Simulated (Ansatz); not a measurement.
A made-up structure of SiH2F, doublet:

F1  (1.240, 0.658, -0.449)
Si2  (-0.070, -0.254, -0.290)
H3  (2.008, 1.080, -0.203)
H4  (0.080, -1.056, 0.956)
(Å)

It is relaxed with PBE-D4/def2-SVP and then PBE0-D4/def2-TZVP (Ansatz 0.2.0). Atoms count as bonded within 1.22 times the sum of their covalent radii (H–H: 0.88 Å). The end point is not checked to be a true minimum.

Task: Does its bonding change? (A judgement: the text doesn't fix the answer.)

Result: Computed: Yes. Formed: none; broken: F1–Si2.

Where it ends: The first stage lowers the energy by 2.11 eV in 15 steps. It ends as a complex of SiH + HF:
F1  (1.409, 0.949, -0.637)
Si2  (-0.408, -0.437, -0.375)
H3  (1.799, 0.654, 0.154)
H4  (0.458, -0.737, 0.872)
(Å)

For scale, one of the runs: PBE0-D4/def2-TZVP relaxation, 80 basis functions, launched by `ansatz run in.yaml --threads 2 --pin off --events-out ev --progress --plain --max-ram 4352MiB`. The run took about 11 s on 2 CPU threads of an Arm Neoverse V2 (shared host).
